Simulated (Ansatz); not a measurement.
The input, for Ansatz 0.2.0:

```yaml
crystal:
  periodic: [false, false, false]
  atoms:
    - {symbol: Al, position_ang: [0.000000, -0.050510, 1.062993]}
    - {symbol: Mg, position_ang: [0.000000, -0.006161, -1.195572]}
    - {symbol: H, position_ang: [0.000000, 1.500655, 0.374215]}
basis:
  gaussian: {orbitals: 6-31G}
correlation: {method: sc_nevpt2, electrons: outside_noble_gas, active_space: {window: {electrons: 6, orbitals: 2}}}
scf: {lower_state_search: full}
```

```sh
$ ansatz run in.yaml --threads 1 --pin off --events-out ev --progress --plain --max-ram 2393MiB
```

Problem. What does the program do with this input?

Solution. Stopped by an error. The input was made wrong on purpose (impossible active window), so the run isn't a sound calculation of what was asked.
```
302 factors; integrals over basis functions are off by at most 1.5e-4 eV
mean field evaluation 1: about -12026.2161 eV, gradient 5.3e0 eV
mean field evaluation 2: about -12026.2310 eV, gradient 5.4e0 eV
mean field evaluation 4: about -12026.4653 eV, gradient 3.7e-1 eV
mean field evaluation 8: about -12026.4676 eV, gradient 4.2e-4 eV
mean field -12026.46755120 eV, -441.9645306740 hartree, gradient 2.1e-6 eV, S^2 0.000000; 0 other end points of the search recorded, 0 dependent functions left out; unrestricted orbitals would lower it
reference -12026.46755120 eV, -441.9645306740 hartree; 13, 13 occupied and 15, 15 virtual orbitals, 302 factors
Error: 6 electrons in 2 orbitals form no window around the highest filled level of the reference
```
